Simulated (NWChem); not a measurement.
Everything below was run with NWChem. System: H₂P, charge 1, spin multiplicity 1, at the geometry of a parent with another charge or spin, in a state set for the comparison that need not be this species' ground state. Level: MP2/def2-TZVP, 5 core orbitals frozen.

Job file:

```
start mol
memory heap 200 mb stack 900 mb global 1100 mb
charge 1
geometry units angstroms nocenter noautoz
  P      0.000000     0.000000     0.119600
  H      1.028866     0.000000    -0.897003
  H     -1.028866     0.000000    -0.897003
  symmetry group C2v
end
basis spherical
  * library def2-tzvp
end
scf
  rhf
  nopen 0
  maxiter 100
  thresh 1e-7
  semidirect memsize 60000000 filesize 0
end
mp2
  freeze core 5
end
task mp2 energy
```

Output (cleaned and shortened):

```
             Northwest Computational Chemistry Package (NWChem) 7.3.0
             --------------------------------------------------------

                                NWChem Input Module
                                -------------------

 Scaling coordinates for geometry "geometry" by  1.889725989
 (inverse scale =  0.529177249)

 Turning off AUTOSYM since
 SYMMETRY directive was detected!

                             Geometry "geometry" -> ""
                             -------------------------

 Output coordinates in angstroms (scale by  1.889725989 to convert to a.u.)

  No.       Tag          Charge          X              Y              Z
 ---- ---------------- ---------- -------------- -------------- --------------
    1 P                   15.0000     0.00000000     0.00000000     0.11960000
    2 H                    1.0000     1.02886600     0.00000000    -0.89700300
    3 H                    1.0000    -1.02886600     0.00000000    -0.89700300

 Effective nuclear repulsion energy (a.u.)      11.2329785694

            Nuclear Dipole moment (a.u.)
            ----------------------------
        X                 Y               Z
 ---------------- ---------------- ----------------
     0.0000000000     0.0000000000    -0.0000113384

      Symmetry information
      --------------------

 Group name             C2v
 Group number             16
 Group order               4
 No. of unique centers     2

      Symmetry unique atoms

     1    2


 Summary of "ao basis" -> "" (spherical)
 ------------------------------------------------------------------------------
       Tag                 Description            Shells   Functions and Types
 ---------------- ------------------------------  ------  ---------------------
 *                         def2-tzvp                  on all atoms

 Summary of "ao basis" -> "ao basis" (spherical)
 ------------------------------------------------------------------------------
       Tag                 Description            Shells   Functions and Types
 ---------------- ------------------------------  ------  ---------------------
 P                         def2-tzvp                13       37   5s5p2d1f
 H                         def2-tzvp                 4        6   3s1p

                                 NWChem SCF Module
                                 -----------------

  ao basis        = "ao basis"
  functions       =    49
  atoms           =     3
  closed shells   =     8
  open shells     =     0
  charge          =   1.00
  wavefunction    = RHF
  use symmetry    = T
  symmetry adapt  = T

 Summary of "ao basis" -> "ao basis" (spherical)
 ------------------------------------------------------------------------------
       Tag                 Description            Shells   Functions and Types
 ---------------- ------------------------------  ------  ---------------------
 P                         def2-tzvp                13       37   5s5p2d1f
 H                         def2-tzvp                 4        6   3s1p

      Symmetry analysis of basis
      --------------------------

        a1         21
        a2          4
        b1         14
        b2         10

 Forming initial guess at       0.0s

      Superposition of Atomic Density Guess
      -------------------------------------

 Sum of atomic energies:        -341.65073271

 Renormalizing density from      17.00 to     16

      Non-variational initial energy
      ------------------------------

 Total energy =    -328.733224
 1-e energy   =    -465.366697
 2-e energy   =     125.400495
 HOMO         =      -0.789455
 LUMO         =      -0.654673

      Symmetry analysis of molecular orbitals - initial
      -------------------------------------------------

  Numbering of irreducible representations:

     1 a1          2 a2          3 b1          4 b2

  Orbital symmetries:

     1 a1          2 a1          3 b1          4 a1          5 b2
     6 a1          7 b1          8 a1          9 b2         10 b1
    11 a1         12 a1         13 a1         14 b1         15 a2
    16 b2         17 a1         18 b2

 Starting SCF solution at       0.2s

 ----------------------------------------------
         Quadratically convergent ROHF

 Convergence threshold     :          1.000E-07
 Maximum no. of iterations :          100
 Final Fock-matrix accuracy:          1.000E-09
 ----------------------------------------------

              iter       energy          gnorm     gmax       time
             ----- ------------------- --------- --------- --------
                 1     -341.3824372705  3.11D+00  1.24D+00      0.2
                 2     -341.5221821488  4.88D-01  1.70D-01      0.2
                 3     -341.5368946961  2.16D-01  8.32D-02      0.2
                 4     -341.5382105909  5.25D-03  2.19D-03      0.2
                 5     -341.5382135488  5.60D-06  1.76D-06      0.2
                 6     -341.5382135488  1.02D-09  3.65D-10      0.2

       Final RHF  results
       ------------------

         Total SCF energy =   -341.538213548781
      One-electron energy =   -489.188581446986
      Two-electron energy =    136.417389328794
 Nuclear repulsion energy =     11.232978569411

        Time for solution =      0.1s

       Symmetry analysis of molecular orbitals - final
       -----------------------------------------------

  Numbering of irreducible representations:

     1 a1          2 a2          3 b1          4 b2

  Orbital symmetries:

     1 a1          2 a1          3 b2          4 b1          5 a1
     6 a1          7 b1          8 a1          9 b2         10 b1
    11 a1         12 b1         13 a1         14 b2         15 a1
    16 a1         17 a2         18 b2

             Final eigenvalues
             -----------------

              1
    1  -80.3362
    2   -7.8735
    3   -5.7652
    4   -5.7632
    5   -5.7626
    6   -1.1295
    7   -0.8174
    8   -0.7294
    9   -0.3117
   10   -0.1153
   11   -0.0831
   12    0.0645
   13    0.0661
   14    0.1201
   15    0.1290
   16    0.1308
   17    0.1412
   18    0.1447

                       ROHF Final Molecular Orbital Analysis
                       -------------------------------------

 Vector    6  Occ=2.000000D+00  E=-1.129516D+00  Symmetry=a1
              MO Center= -4.5D-16,  9.9D-17, -2.6D-01, r^2= 1.2D+00
   Bfn.  Coefficient  Atom+Function         Bfn.  Coefficient  Atom+Function
  ----- ------------  ---------------      ----- ------------  ---------------
     4      0.648906  1 P  s                  3     -0.403737  1 P  s
     5      0.319018  1 P  s

 Vector    7  Occ=2.000000D+00  E=-8.173871D-01  Symmetry=b1
              MO Center= -1.7D-16, -2.1D-15, -4.6D-01, r^2= 1.6D+00
   Bfn.  Coefficient  Atom+Function         Bfn.  Coefficient  Atom+Function
  ----- ------------  ---------------      ----- ------------  ---------------
    15      0.404765  1 P  px                39      0.208268  2 H  s
    45     -0.208268  3 H  s                 12      0.164841  1 P  px

 Vector    8  Occ=2.000000D+00  E=-7.294005D-01  Symmetry=a1
              MO Center= -3.8D-15,  8.0D-16,  2.2D-01, r^2= 1.7D+00
   Bfn.  Coefficient  Atom+Function         Bfn.  Coefficient  Atom+Function
  ----- ------------  ---------------      ----- ------------  ---------------
    17      0.461656  1 P  pz                 4      0.362682  1 P  s
     5      0.240969  1 P  s                  3     -0.201826  1 P  s
    14      0.191461  1 P  pz                20      0.180165  1 P  pz
     8     -0.157687  1 P  pz

 Vector    9  Occ=0.000000D+00  E=-3.116594D-01  Symmetry=b2
              MO Center= -7.5D-16,  5.0D-17,  7.8D-02, r^2= 2.0D+00
   Bfn.  Coefficient  Atom+Function         Bfn.  Coefficient  Atom+Function
  ----- ------------  ---------------      ----- ------------  ---------------
    16      0.487339  1 P  py                19      0.470646  1 P  py
    13      0.191394  1 P  py                 7     -0.166410  1 P  py

 Vector   10  Occ=0.000000D+00  E=-1.152622D-01  Symmetry=b1
              MO Center=  1.3D-14, -2.4D-15,  5.3D-02, r^2= 3.3D+00
   Bfn.  Coefficient  Atom+Function         Bfn.  Coefficient  Atom+Function
  ----- ------------  ---------------      ----- ------------  ---------------
    18      1.061347  1 P  px                40     -0.901640  2 H  s
    46      0.901640  3 H  s                 15      0.259120  1 P  px
    39     -0.170897  2 H  s                 45      0.170897  3 H  s
    12      0.154858  1 P  px                29     -0.152320  1 P  d  1

 Vector   11  Occ=0.000000D+00  E=-8.305520D-02  Symmetry=a1
              MO Center=  3.5D-15,  5.6D-16, -4.8D-01, r^2= 4.8D+00
   Bfn.  Coefficient  Atom+Function         Bfn.  Coefficient  Atom+Function
  ----- ------------  ---------------      ----- ------------  ---------------
     5      1.383862  1 P  s                 40     -1.256957  2 H  s
    46     -1.256957  3 H  s                 20     -1.013918  1 P  pz
     4      0.294841  1 P  s                  3     -0.197912  1 P  s
    17     -0.185280  1 P  pz

 center of mass
 --------------
 x =   0.00000000 y =   0.00000000 z =   0.10863212

 moments of inertia (a.u.)
 ------------------
           6.984494003274           0.000000000000           0.000000000000
           0.000000000000          14.604063348154           0.000000000000
           0.000000000000           0.000000000000           7.619569344880

  Mulliken analysis of the total density
  --------------------------------------

    Atom       Charge   Shell Charges
 -----------   ------   -------------------------------------------------------
    1 P   15    14.41   2.01  0.54  1.43  1.21  0.67  4.16  1.71  0.58  1.51  0.45  0.05  0.10  0.01
    2 H    1     0.79   0.22  0.49  0.07  0.02
    3 H    1     0.79   0.22  0.49  0.07  0.02

       Multipole analysis of the density wrt the origin
       ------------------------------------------------

     L   x y z        total         open         nuclear
     -   - - -        -----         ----         -------
     0   0 0 0      1.000000      0.000000     17.000000

     1   1 0 0      0.000000      0.000000      0.000000
     1   0 1 0      0.000000      0.000000      0.000000
     1   0 0 1     -0.350444      0.000000     -0.000011

     2   2 0 0     -7.605650      0.000000      7.560409
     2   1 1 0      0.000000      0.000000      0.000000
     2   1 0 1      0.000000      0.000000      0.000000
     2   0 2 0     -6.817800      0.000000      0.000000
     2   0 1 1     -0.000000      0.000000      0.000000
     2   0 0 2     -8.663029      0.000000      6.512876

                   NWChem MP2 Semi-direct Energy/Gradient Module
                   ---------------------------------------------

  Basis functions       =     49
  Molecular orbitals    =     49
  Frozen core           =      5
  Frozen virtuals       =      0
  Active alpha occupied =      3
  Active beta occupied  =      3
  Active alpha virtual  =     41
  Active beta virtual   =     41
  Use MO symmetry       = T
  Use skeleton AO sym   = T

  AO/Fock/Back tols     =   1.0D-09  1.0D-09  1.0D-09

 GA uses MA = F    GA memory limited = T

 Available:
  local mem=  1.26D+08
 global mem=  1.44D+08
 local disk=  0.00D+00
  mp2_memr nvloc                    41
  nvloc new                    41
   1 passes of   3:        3145728                      11045                    516467.
   1 passes of   3: M    126152897           G      144174398           F     123007169.

 Semi-direct pass number   1 of   1  for RHF alpha+beta  at        0.3s
  vrange nnbf                  1225
  mp2_eaftype                    10  avail_ma_in_mb                  1099
 EAF : mp2_eaftype filesize          10     258233.
  mp2_eaf for mointskh                     10
Node 0 wrote      1.2 Mb in      0.0 s     Agg I/O rate:  2865.7 Mb/s
 Done moints_semi at        0.6s
  mp2_eaftype                    10  avail_ma_in_mb                  1089
 EAF : mp2_eaftype filesize          10     258233.
  mp2_eaf for kh                    10
 Done maket at        0.6s
 Done multipass loop at        0.6s

          -------------------------------------------
          SCF energy                -341.538213548781
          Correlation energy          -0.114695513590
          Singlet pairs               -0.093768481195
          Triplet pairs               -0.020927032395
          Total MP2 energy          -341.652909062371
          -------------------------------------------

          ---------------------------------------------------
                    Spin Component Scaled (SCS) MP2
          Same spin pairs                     -0.013951354930
          Same spin scaling factor             0.333333333333
          Opposite spin pairs                 -0.100744158660
          Opposite spin scaling fact.          1.200000000000
          SCS-MP2 correlation energy          -0.125543442036
          Total SCS-MP2 energy              -341.663756990816
          ---------------------------------------------------

 -----------------------
 Performance information
 -----------------------

 Timer overhead =  1.91D-07 seconds/call

               Nr. of calls         CPU time (s)                 Wall time (s)                GFlops
             ---------------    -------------------     ------------------------------   -------------------
Name         Min   Avg   Max    Min     Avg     Max     Min     Avg     Max   Mx/calls   Min     Max     Sum
mp2: moin     1     1     1   0.36    0.36    0.36     0.36    0.36    0.36    0.36      0.0     0.0     0.0
mp2: make     1     1     1   5.63E-3 5.63E-3 5.63E-3  5.63E-3 5.63E-3 5.63E-3 5.63E-3   0.0     0.0     0.0
mp2: tota     1     1     1   0.40    0.40    0.40     0.40    0.40    0.40    0.40      0.0     0.0     0.0

 The average no. of pstat calls per process was 3.00D+00
 with a timing overhead of 5.72D-07s

 Task  times  cpu:        0.6s     wall:        0.6s

 Total times  cpu:        0.6s     wall:        0.6s
```
